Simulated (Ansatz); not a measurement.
# SiH3F (built from SMILES F.[SiH2]): functionals against CCSD(T) at one geometry

A test off equilibrium: a displaced guess of a reacting structure is computed at several levels, and each is set against CCSD(T).

The runs use Ansatz 0.2.0, Gaussian basis; single points in def2-TZVPP.

Correlated methods freeze the cores.

### 1 Where the work starts

5 atoms, charge 0, spin multiplicity 1.

Atoms are counted from 1 here; the program's logs count them from 0.

Bond lengths: Si1–H2 1.588 Å, Si1–H4 1.442 Å, Si1–H5 1.376 Å. Angles: H2–Si1–H4 115.7°, H2–Si1–H5 126.8°, H4–Si1–H5 104.5°.

As a file:

```xyz
5
charge 0, multiplicity 1
Si   -0.46080    0.04220    0.34220
H    -0.05150   -1.07170   -0.71260
F     0.97510   -0.57320   -1.13520
H     0.44030    0.20940    1.45600
H    -0.90550    1.31430    0.06650
```

### 2 CCSD(T)/def2-TZVPP

run/in.yaml

```yaml
crystal:
  periodic: [false, false, false]
  atoms:
    - {symbol: Si, position_ang: [-0.460800, 0.042200, 0.342200]}
    - {symbol: H, position_ang: [-0.051500, -1.071700, -0.712600]}
    - {symbol: F, position_ang: [0.975100, -0.573200, -1.135200]}
    - {symbol: H, position_ang: [0.440300, 0.209400, 1.456000]}
    - {symbol: H, position_ang: [-0.905500, 1.314300, 0.066500]}
basis:
  gaussian: {orbitals: def2-TZVPP}
correlation: {method: ccsd_t}
output: {forces: true}
```

The command line of these runs was not kept.

### 3 PBE0-D4/def2-TZVPP

Edit run/in.yaml of step 2 so:

```diff
@@ -10,3 +10,3 @@
   gaussian: {orbitals: def2-TZVPP}
-correlation: {method: ccsd_t}
-output: {forces: true}
+hamiltonian: {xc: pbe0, dispersion: d4}
+output: {forces: true, orbitals: {seedname: orbitals}}
```

### 4 wB97M-V/def2-TZVPP

Edit run/in.yaml of step 3 so:

```diff
@@ -10,3 +10,3 @@
   gaussian: {orbitals: def2-TZVPP}
-hamiltonian: {xc: pbe0, dispersion: d4}
-output: {forces: true, orbitals: {seedname: orbitals}}
+hamiltonian: {xc: {name: wB97M-V}}
+output: {forces: true}
```

### 5 r2SCAN-D4/def2-TZVPP

Edit run/in.yaml of step 4 so:

```diff
@@ -10,3 +10,3 @@
   gaussian: {orbitals: def2-TZVPP}
-hamiltonian: {xc: {name: wB97M-V}}
+hamiltonian: {xc: r2scan, dispersion: d4}
 output: {forces: true}
```

### 6 PBE-D4/def2-TZVPP

Edit run/in.yaml of step 5 so:

```diff
@@ -10,3 +10,3 @@
   gaussian: {orbitals: def2-TZVPP}
-hamiltonian: {xc: r2scan, dispersion: d4}
+hamiltonian: {xc: pbe, dispersion: d4}
 output: {forces: true}
```

### 7 LC-wPBE/def2-TZVPP

Edit run/in.yaml of step 6 so:

```diff
@@ -10,3 +10,3 @@
   gaussian: {orbitals: def2-TZVPP}
-hamiltonian: {xc: pbe, dispersion: d4}
+hamiltonian: {xc: {name: LC-wPBE}}
 output: {forces: true}
```

### 8 revPBE-D4/def2-TZVPP

Edit run/in.yaml of step 7 so:

```diff
@@ -10,3 +10,3 @@
   gaussian: {orbitals: def2-TZVPP}
-hamiltonian: {xc: {name: LC-wPBE}}
+hamiltonian: {xc: {name: revPBE}, dispersion: d4}
 output: {forces: true}
```

(Steps that only read results are left out.)

Q: Predict the outcome of this session. Wanted: energy less free atoms, CCSD(T)/def2-TZVPP; RMS force component; RMS force error; HOMO and LUMO, PBE0-D4; T1 diagnostic.

**Answer**, as computed:

```
                                  quantity                                                                                             value
energy less free atoms, CCSD(T)/def2-TZVPP                                                                                    -1145.9 kJ/mol
                       RMS force component                                                              1.006 to 1.104 eV/Å over the methods
                           RMS force error  PBE0-D4 0.059, wB97M-V 0.069, r2SCAN-D4 0.126, PBE-D4 0.226, LC-wPBE 0.081, revPBE-D4 0.266 eV/Å
                    HOMO and LUMO, PBE0-D4                                                                                -7.27 and -2.54 eV
                             T1 diagnostic                                                                                             0.020
```

Against CCSD(T) the functionals' energies less atoms differ by -61.7 to -7.8 kJ/mol, PBE-D4 by -61.7 kJ/mol. The reference is not at the basis limit: in triple zeta CCSD(T) underbinds, which counts against methods that bind more; the gaps are no ranking. The forces of PBE0-D4 come nearest to CCSD(T), those of revPBE-D4 are farthest. Frozen-core CCSD(T) forces in triple zeta carry basis errors of their own, and this is one geometry, so small gaps rank nothing. The restricted Hartree–Fock reference is unstable towards an unrestricted one at one or more of these structures.
